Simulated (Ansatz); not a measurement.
C4H6O can be A, `C#CCOC`, or B, `C=COC=C`.

Computed with Ansatz on PBE0-D4/def2-TZVP structures; ΔE is electronic, products minus reactants. CBS: MP2 limit from def2 TZ/QZ plus the TZ coupled-cluster correction, frozen cores. DFT in def2-TZVPP. B3LYP here is the variant with VWN-RPA as its local correlation; programs differ in this. One conformer a species, not always the lowest.

A:

```xyz
11

C    -1.160   -0.226   -2.042
C    -0.996   -0.322   -0.857
C    -0.788   -0.434    0.586
O    -0.009    0.597    1.129
C     1.322    0.579    0.677
H    -1.311   -0.139   -3.092
H    -0.341   -1.416    0.805
H    -1.755   -0.392    1.094
H     1.382    0.726   -0.408
H     1.815   -0.369    0.931
H     1.840    1.396    1.179
```

B:

```xyz
11

C    -0.845    1.103    1.273
C    -0.993    1.051   -0.044
O    -0.382    0.200   -0.904
C     0.729   -0.458   -0.473
C     1.045   -1.661   -0.923
H    -0.213    0.419    1.825
H    -1.397    1.847    1.831
H    -1.664    1.709   -0.583
H     1.349    0.105    0.220
H     0.397   -2.196   -1.605
H     1.975   -2.119   -0.617
```

(1) Which isomer does CCSD(T)/CBS put lower? Give the gap. (Best estimate.)

(2) Give E(B) − E(A) in kJ/mol with ωB97M-V, CCSD/def2-TZVPP, PBE0-D4, B3LYP, B2PLYP, r2SCAN-D4, MP2/def2-TZVPP. (Estimate.)

Largest T1 diagnostic: 0.013.

Results:

(1) The calculation gave: B, by 79.6 kJ/mol.

(2) The calculation gave: ωB97M-V -85.5, CCSD/def2-TZVPP -76.8, PBE0-D4 -94.0, B3LYP -91.4, B2PLYP -82.1, r2SCAN-D4 -96.7, MP2/def2-TZVPP -68.5. None reverses the order clearly.

From PBE to PBE0 (25 % exact exchange), in def2-TZVPP and without D4, E(B) − E(A) moves by +4.5 kJ/mol.
